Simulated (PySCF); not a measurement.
Worked example for chlorine fluoride: ionisation energy to the radical cation

Structure: `FCl` (ClF).

Energies: PBE0-D3(BJ)/ma-def2-TZVP (PySCF, density fitting, integration grid level 2) on PBE0-D3(BJ)/ma-def2-SVP structures. Zero-point energies come from unscaled PBE0-D3(BJ)/ma-def2-SVP harmonic frequencies.

```jsonl
{"state": "parent", "structure": "parent", "E / Eh": "-559.771272"}
{"state": "radical cation", "structure": "parent", "E / Eh": "-559.302940"}
{"state": "radical cation", "structure": "radical cation", "E / Eh": "-559.311978"}
{"state": "parent", "structure": "radical cation", "E / Eh": "-559.768997"}
```

Zero-point energy of the radical cation less that of the parent: 0.009 eV. 1 Eh = 27.2114 eV.

Work out the vertical and adiabatic ionisation energy.

Vertical: (-559.302940) − (-559.771272) = 0.468332 Eh = 12.74 eV. Adiabatic: 0.459294 Eh = 12.498 eV, and 12.51 eV with zero-point energy.

And the inner reorganisation energy of self-exchange?

The radical cation relaxes by 245.9 meV and the parent by 61.9 meV, so λ = 308 meV.

Known limits: spin-orbit coupling is left out of the energies, which matters for open shells on the heavier atoms.
